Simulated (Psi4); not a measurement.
Process, species as SMILES: C=CCl + 3 [H][H] (H2) → 2 C (CH4) + Cl (HCl)
B3LYP-D3(BJ)/def2-TZVP geometries, fixed; electronic energies without zero-point terms.
Largest species:
```xyz
6

C      0.0112     0.7589    -0.0124
C      1.3049     1.0233     0.0034
Cl    -0.6370    -0.8532     0.0042
H     -0.7591     1.5163    -0.0370
H      2.0529     0.2431     0.0280
H      1.6388     2.0524    -0.0084
```

Basis-set convergence of the energy of full hydrogenation at PBE with Psi4. All functions are spherical. Density fitting with the program's default auxiliary sets. Psi4's default fitting sets serve the pcseg sets less well. No added dispersion term, no relativity. Functions are those of the species that has most. Reference: the value in def2-QZVPP, -75.02 kcal/mol, itself unsure by roughly 0.06 kcal/mol (its distance from cc-pV(Q+d)Z). Deviations are taken from unrounded values.

| basis | functions |
|---|---|
| def2-SVPD | 91 |
| aug-pcseg-1 | 100 |
| aug-cc-pV(D+d)Z | 105 |
| def2-TZVPD | 147 |
| jun-cc-pV(T+d)Z | 168 |
| def2-TZVPPD | 176 |
| aug-pcseg-2 | 211 |
| aug-cc-pV(T+d)Z | 216 |

Q: Which is the smallest set listed that can be trusted to 4 kcal/mol here, that is, within that of the reference together with its larger relatives (same family, alike in diffuse functions; a set with none to test it counts only in the reference's own line)?

A: The smallest set listed that lies within 4 kcal/mol of the reference with all its larger relatives (same family, alike in diffuse functions; a set with none counts only in the reference's own line) is aug-pcseg-1 (100 functions, -1.91 kcal/mol off). Value minus reference: def2-SVPD -5.18, aug-pcseg-1 -1.91, aug-cc-pV(D+d)Z -3.07, def2-TZVPD 0.76, jun-cc-pV(T+d)Z -0.38, def2-TZVPPD -0.23, aug-pcseg-2 -0.33, aug-cc-pV(T+d)Z -0.32 kcal/mol.
